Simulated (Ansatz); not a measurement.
**Two structures, one formula**

The two ends of one reaction step of BH₃ClF, singlet (PBE0-D4/def2-TZVP).

A:

```csv
atom,x (Å),y (Å),z (Å)
B1,-0.6282,-0.2874,-0.4223
F2,1.2527,1.0107,0.1852
H3,-0.0621,-0.7253,-1.3699
H4,-1.3273,0.6724,-0.4391
H5,1.3740,0.5807,0.9956
Cl6,-0.6093,-1.2512,1.0506
```

B:

```tsv
atom	x (Å)	y (Å)	z (Å)
B1	-0.2496	0.3577	-0.8765
F2	0.8055	1.0766	-0.5218
H3	-0.0581	-0.6279	-1.5266
H4	-1.3318	0.7792	-0.5895
H5	0.9176	-0.4058	1.8567
Cl6	-0.0836	-1.1797	1.6579
```

Program: Ansatz 0.2.0. Basis: def2-TZVPP. Cores are frozen in the correlated methods. B3LYP uses VWN-RPA correlation.

Which structure is lower at CCSD(T), and by how much? (An estimate is asked for; the value comes from the calculation.)

Computed: B, by 10.93 kcal/mol (electronic energy, against the other). By their contacts, A is a complex of BH₂Cl ([BH2][Cl]) + HF and B is a complex of BH₂F ([BH2][F]) + HCl.

All methods give the same order:

```json
{"method": "SPW92", "E(B) − E(A) (kcal/mol)": "-9.00"}
{"method": "PBE-D4", "E(B) − E(A) (kcal/mol)": "-9.42"}
{"method": "BLYP-D4", "E(B) − E(A) (kcal/mol)": "-11.77"}
{"method": "r2SCAN-D4", "E(B) − E(A) (kcal/mol)": "-10.21"}
{"method": "B97M-V", "E(B) − E(A) (kcal/mol)": "-11.23"}
{"method": "PBE0-D4", "E(B) − E(A) (kcal/mol)": "-9.65"}
{"method": "B3LYP-D4", "E(B) − E(A) (kcal/mol)": "-11.84"}
{"method": "r2SCAN0-D4", "E(B) − E(A) (kcal/mol)": "-10.21"}
{"method": "BHLYP-D4", "E(B) − E(A) (kcal/mol)": "-12.27"}
{"method": "CAM-B3LYP-D4", "E(B) − E(A) (kcal/mol)": "-12.37"}
{"method": "wB97X-V", "E(B) − E(A) (kcal/mol)": "-10.95"}
{"method": "wB97M-V", "E(B) − E(A) (kcal/mol)": "-10.76"}
{"method": "B2PLYP", "E(B) − E(A) (kcal/mol)": "-11.45"}
{"method": "PBE-QIDH", "E(B) − E(A) (kcal/mol)": "-9.79"}
{"method": "RPA on PBE", "E(B) − E(A) (kcal/mol)": "-11.97"}
{"method": "HF", "E(B) − E(A) (kcal/mol)": "-14.19"}
{"method": "MP2", "E(B) − E(A) (kcal/mol)": "-9.90"}
{"method": "CCSD", "E(B) − E(A) (kcal/mol)": "-11.50"}
{"method": "CCSD(T)", "E(B) − E(A) (kcal/mol)": "-10.93"}
```

T1 diagnostic: at most 0.011.

Labels in which every atom is bracketed show which atoms are joined, not bond orders.

For scale, one of the runs: CCSD(T)/def2-TZVPP, 146 basis functions, launched by `ansatz run in.yaml --threads 2 --pin off --events-out ev --progress --plain --max-ram 4352MiB`. Time: 9.5 s of wall clock on 2 CPU threads of an Intel Xeon Platinum 8488C; the host was shared. Peak host memory: 0.91 GiB.
